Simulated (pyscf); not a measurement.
H₃C–CH•–F + HF -> H₃C–CH•–F + HF (four-centre exchange; doublet surface; C–F, F–H broken, C–F, F–H formed). Single points on ωB97X-D3(BJ)/def2-SVP structures (PySCF, gas phase). Energies in eV from the separated reactants.

```tsv
level	barrier	reaction energy
ωB97X-D3(BJ)/def2-TZVP	___	0.00
PBE/def2-TZVP	1.97	0.00
r²SCAN/def2-TZVP	2.09	0.00
B3LYP-D3(BJ)/def2-TZVP	2.22	0.00
M06-2X/def2-TZVP	___	0.00
ωB97M-D3(BJ)/def2-TZVP	2.35	0.00
```

**Question.** Some entries are withheld; supply them.

**Answer.** 
- ωB97X-D3(BJ)/def2-TZVP, barrier: 2.39
- M06-2X/def2-TZVP, barrier: 2.50

The functionals in the table span 0.53 eV in this barrier, from PBE to M06-2X. On the reactant side the descent ends in a complex, 0.22 eV under the separated species and 2.61 eV under the saddle at ωB97X-D3(BJ)/def2-TZVP. On the product side the descent ends in a complex, 0.22 eV under the separated species and 2.62 eV under the saddle at ωB97X-D3(BJ)/def2-TZVP. The same reactants have a lower exit, to H₃C–CH(F)–F + H• (barrier +2.10 eV at ωB97M-D3(BJ), against +2.35 eV here). One saddle was located; it need not be the lowest between these sides.
